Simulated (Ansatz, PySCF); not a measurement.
Molecule: acetylene, C₂H₂ (charge 0, singlet). SMILES: C#C
Geometry: optimised at B3LYP-D3(BJ)/def2-TZVP (Ansatz, a quantum-chemistry and plane-wave program).

Property: atomisation energy (electronic, to ground-state atoms), in kJ/mol. Cores are frozen in the correlated levels unless marked. Open shells are spin-unrestricted. No spin-orbit coupling. No relativistic terms. The coupled-cluster limit lacks core correlation, which all-electron functionals hold. CBS(X,Y): correlation extrapolated as X^-3; Hartree-Fock from the larger set.

```csv
level,program,atomisation energy (kJ/mol)
HF-D3(BJ)/def2-TZVPD,PySCF + dftd3,1263.8
PBE0-D3(BJ)/def2-TZVPD,Ansatz + dftd3,[?]
TPSSh-D4/def2-TZVPD,PySCF + dftd4,1684.1
SCS-MP2/6-31G,Ansatz,1503.8
SCS-MP2/aug-cc-pVQZ,Ansatz,1707.2
CCSD/cc-pVQZ,Ansatz,[?]
CCSDT(Q)/cc-pVDZ,Ansatz,1548.8
"CCSD(T)/CBS(aug-cc-pVTZ,aug-cc-pVQZ)",Ansatz,[?]
```

### Question
Fill in the missing entries.

### Answer

- PBE0-D3(BJ)/def2-TZVPD, atomisation energy (kJ/mol): 1692.4
- CCSD/cc-pVQZ, atomisation energy (kJ/mol): 1636.6
- CCSD(T)/CBS(aug-cc-pVTZ,aug-cc-pVQZ), atomisation energy (kJ/mol): 1687.2
